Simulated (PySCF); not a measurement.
Working with the constants of BN

ROHF-CCSD(T) constants of BN, ³Π (triplet), unpaired electrons σ ↑, π ↑ (PySCF, no relativity, basis sets B STO-3G, N STO-3G; masses 11.0093 and 14.0031 u):

```
ωe   : 1565.9 cm⁻¹
ωexe : 11.3 cm⁻¹
Be   : 1.4828 cm⁻¹
αe   : 0.0152 cm⁻¹
```

(1) What force constant and bond length do these constants imply?

(2) Estimate the centrifugal constant D from the Kratzer relation and find the Dunham coefficient a1.

Correlated steps freeze 2 core orbitals. The CCSD T1 diagnostic is raised, a sign that a single reference may not be enough here. STO-3G is very small, so such numbers show the basis as much as the molecule. The state is the lowest determinant that a PBE0 search found; another state may lie lower at other levels.

## Answers

(1) Reduced mass μred = 6.1635 u; k = 5.8918×10⁻⁷·μred·ωe² (u, cm⁻¹, mdyn/Å) = 8.90 mdyn/Å; Re = √(16.8576/(μred·Be)) (u, cm⁻¹, Å) = 1.358 Å.

(2) D = 4Be³/ωe² = 5.32e-06 cm⁻¹; a1 = −1 − αeωe/(6Be²) = -2.80.
